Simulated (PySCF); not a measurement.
Isomers of C4H5NO, one GFN2-xTB conformer each. Single-point energies are computed at PBE0/pcSseg-1 (PySCF, gas phase, no added dispersion term), electronic only.

```json
{"SMILES": "C=COCC#N", "GFN2-xTB relative energy (kcal/mol)": "53.2"}
{"SMILES": "O=C=NC1CC1", "GFN2-xTB relative energy (kcal/mol)": "5.2"}
{"SMILES": "O=CNC1C=C1", "GFN2-xTB relative energy (kcal/mol)": "64.0"}
{"SMILES": "Cc1ncco1", "GFN2-xTB relative energy (kcal/mol)": "0.0"}
```

Conformers: `[CH2:1]=[CH:2][O:3][CH2:4][C:5]#[N:6]` with C1–C2–O3–C4 0°, C2–O3–C4–C5 180°; `[O:1]=[C:2]=[N:3][CH:4]1[CH2:5][CH2:6]1` with C2–N3–C4–C5 -35°; `[O:1]=[CH:2][NH:3][CH:4]1[CH:5]=[CH:6]1` with O1–C2–N3–C4 0°, C2–N3–C4–C5 150°.

What does PBE0/pcSseg-1 give for the same structures?

```tsv
SMILES	PBE0/pcSseg-1 E (Eh)	PBE0/pcSseg-1 (kcal/mol)	GFN2-xTB (kcal/mol)	point group
Cc1ncco1	-285.03902	0.0	0.0	Cs
O=C=NC1CC1	-285.01892	12.6	5.2	Cs
C=COCC#N	-284.98167	36.0	53.2	Cs
O=CNC1C=C1	-284.96362	47.3	64.0	Cs
```

Both levels put the same isomer lowest; measured from each level's own lowest isomer, the values differ by up to 17.2 kcal/mol (C=COCC#N: 53.2 against 36.0). As drawn, the lowest has an aromatic ring, which the highest lacks; the highest has a three-membered ring, a C=O bond and an N–H bond, which the lowest lacks.

Which frontier levels, dipoles and rotational constants go with these structures?

| SMILES | HOMO (eV, PBE0/pcSseg-1) | LUMO (eV) | dipole (D) | A, B, C (MHz) |
| --- | --- | --- | --- | --- |
| Cc1ncco1 | -6.98 | 0.09 | 1.38 | 9260, 3761, 2720 |
| O=C=NC1CC1 | -7.45 | 0.61 | 3.14 | 11496, 2050, 2017 |
| C=COCC#N | -7.46 | 0.05 | 3.88 | 18391, 1733, 1600 |
| O=CNC1C=C1 | -7.06 | -0.46 | 4.41 | 12877, 2093, 2019 |
